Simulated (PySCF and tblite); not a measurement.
Values are calculated unless marked as measured or tabulated.
C₂H₆S₂, numbered as in [SH:1][CH2:2][CH2:3][SH:4].

Conformers came from 90 starts (ETKDG and KDG, MMFF94s, GFN2-xTB); geometries are PBE0-D3(BJ)/def2-SVP. Energies: PBE0-D3(BJ)/def2-TZVP, with GFN2-xTB thermal terms (modes under about 100 cm⁻¹ blended into free rotors). Symmetry numbers and mirror images are counted. Conformers within 4 kcal/mol (GFN2-xTB free energy) were kept, 5 at most. GIAO shieldings: PBE0/pcSseg-1. Shifts are against TMS (¹H), TMS (¹³C) at the same level. Programs: PySCF with density fitting and tblite.

Torsions listed: H1–S1–C2–C3, S1–C2–C3–S4, C2–C3–S4–H4. Of a mirror pair one member is shown.

```tsv
conformer	shape	symmetry	E(GFN2) kcal/mol	E(DFT) kcal/mol
1	-67°, -64°, 53°	C1 (pair)	0.71	0.07
2	73°, -63°, 74°	C2 (pair)	0.84	0.00
3	68°, 175°, 68°	C2 (pair)	0.22	0.35
4	-68°, 180°, 68°	Ci	0.00	0.33
5	-69°, -178°, -178°	C1 (pair)	1.44	1.57
```

Problem. How much do the weights at 298.15 K and the averaged shift of C2/C3 depend on how the conformers are weighted?

Solution. 
```
                                                              weighting  1 (%)  2 (%)  3 (%)  4 (%)  5 (%)  δ (ppm)  rms dipole (D)
DFT energy with thermal terms, symmetry and mirror images (full scheme)     39     22     16     15      7     34.4            1.59
                             DFT energy with symmetry and mirror images     44     25     14     14      4     34.4            1.63
                                                        bare DFT energy     29     32     18     19      2     34.4            1.46
                        GFN2-xTB energy with symmetry and mirror images     22      9     26     37      7     34.5            1.32
                                                   GFN2-xTB free energy     18      7     28     36     11     34.3            1.29
                                                leading conformer alone    100      0      0      0      0     35.0            2.13
                                                          equal weights     20     20     20     20     20     33.9            1.39
```

The largest departure from the full scheme, 0.6 ppm, comes with: leading conformer alone.

For its torsions the set is small; conformers may be missing.
